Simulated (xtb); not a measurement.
xtb input (GFN2-xTB):

```bash
xtb mol.xyz --gfn 2 --sp --chrg 1 --uhf 0
```
mol.xyz:
```
6

C     -0.00606224    -0.08532816    -1.27779952
C     -0.01196846     0.00039183    -0.00961282
H      0.06598111     0.81576917    -1.88655018
H     -0.09649583    -1.05817381    -1.76064226
O      0.10755480     0.07163896     1.20502751
H     -0.72173954     0.17891092     1.73144643
```

End of the output:

```
         :::::::::::::::::::::::::::::::::::::::::::::::::::::
         ::                     SUMMARY                     ::
         :::::::::::::::::::::::::::::::::::::::::::::::::::::
         :: total energy              -9.331742344698 Eh    ::
         :: gradient norm              0.028464610002 Eh/a0 ::
         :: HOMO-LUMO gap              4.237419606738 eV    ::
         ::.................................................::
         :: SCC energy                -9.482754394058 Eh    ::
         :: -> isotropic ES            0.130524930829 Eh    ::
         :: -> anisotropic ES         -0.014397509293 Eh    ::
         :: -> anisotropic XC          0.007467679822 Eh    ::
         :: -> dispersion             -0.001239993084 Eh    ::
         :: repulsion energy           0.151012049360 Eh    ::
         :: add. restraining           0.000000000000 Eh    ::
         :: total charge               1.000000000000 e     ::
         :::::::::::::::::::::::::::::::::::::::::::::::::::::

           -------------------------------------------------
          |                Property Printout                |
           -------------------------------------------------

    * Orbital Energies and Occupations

         #    Occupation            Energy/Eh            Energy/eV
      -------------------------------------------------------------
         1        2.0000           -1.0235331             -27.8518
         2        2.0000           -0.9347208             -25.4350
         3        2.0000           -0.8949880             -24.3539
         4        2.0000           -0.8546894             -23.2573
         5        2.0000           -0.8459807             -23.0203
         6        2.0000           -0.7642416             -20.7961
         7        2.0000           -0.7390423             -20.1104
         8        2.0000           -0.6915653             -18.8184 (HOMO)
         9                         -0.5358430             -14.5810 (LUMO)
        10                         -0.4634130             -12.6101
        11                         -0.1991642              -5.4195
        12                         -0.1023518              -2.7851
        13                          0.0637819               1.7356
        14                          0.0703550               1.9145
Note: The following floating-point exceptions are signalling: IEEE_DENORMAL
normal termination of xtb
        15                          0.8068700              21.9560
      -------------------------------------------------------------
                  HL-Gap            0.1557223 Eh            4.2374 eV
             Fermi-level           -0.6137041 Eh          -16.6997 eV

     #   Z          covCN         q      C6AA      α(0)
     1   6 C        2.830    -0.097    30.420     9.038
     2   6 C        1.837     0.263    25.112     8.096
     3   1 H        0.925     0.246     0.892     1.477
     4   1 H        0.925     0.246     0.892     1.477
     5   8 O        1.657    -0.079    15.557     5.325
     6   1 H        0.802     0.420     0.449     1.053

 Mol. C6AA /au·bohr⁶  :        288.330529
 Mol. C8AA /au·bohr⁸  :       6889.323207
 Mol. α(0) /au        :         26.464854

Wiberg/Mayer (AO) data.
largest (>0.10) Wiberg bond orders for each atom

 ---------------------------------------------------------------------------
     #   Z sym  total        # sym  WBO       # sym  WBO       # sym  WBO
 ---------------------------------------------------------------------------
     1   6 C    3.957 --     2 C    2.102     4 H    0.831     3 H    0.831
                             5 O    0.144
     2   6 C    3.840 --     1 C    2.102     5 O    1.619
     3   1 H    0.939 --     1 C    0.831
     4   1 H    0.939 --     1 C    0.831
     5   8 O    2.624 --     2 C    1.619     6 H    0.773     1 C    0.144
     6   1 H    0.823 --     5 O    0.773
 ---------------------------------------------------------------------------

Topologies differ in total number of bonds
Writing topology from bond orders to xtbtopo.mol

molecular dipole:
                 x           y           z       tot (Debye)
 q only:       -0.608       0.034      -0.273
   full:       -0.777       0.057      -0.153       2.018
molecular quadrupole (traceless):
                xx          xy          yy          xz          yz          zz
 q only:       -4.707      -0.089      -3.472      -2.813       1.032       8.179
  q+dip:       -5.837      -0.031      -3.192      -3.770       1.153       9.029
   full:       -4.956      -0.059      -2.623      -3.794       1.019       7.579

           -------------------------------------------------
          | TOTAL ENERGY               -9.331742344698 Eh   |
          | GRADIENT NORM               0.028464610002 Eh/α |
          | HOMO-LUMO GAP               4.237419606738 eV   |
           -------------------------------------------------

------------------------------------------------------------------------
------------------------------------------------------------------------
 total:
 SCF:
```

It need not be the lowest isomer of its formula.
